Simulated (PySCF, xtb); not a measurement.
pyrrole (C4H5N), SMILES c1cc[nH]c1.

Harmonic wavenumbers (cm⁻¹) from xtb with GFN2-xTB at its own minimum, in rising order: 530, 587, 615, 759, 773, 822, 829, 842, 843, 1053, 1073, 1100, 1135, 1211, 1223, 1409, 1431, 1455, 1557, 3154, 3156, 3166, 3176, 3479.

Question: What does B3LYP-D3(BJ)/def2-SVP (PySCF) give at its own minimum? (The exact figures need the calculation; the answer reports its results.)

Answer: 518, 632, 646, 699, 731, 850, 877, 897, 901, 1028, 1059, 1088, 1154, 1187, 1303, 1434, 1470, 1510, 1584, 3234, 3245, 3260, 3265, 3667. Paired by order, the mean absolute difference is 52 cm⁻¹ and the zero-point energies are 50.6 and 51.8 kcal/mol.
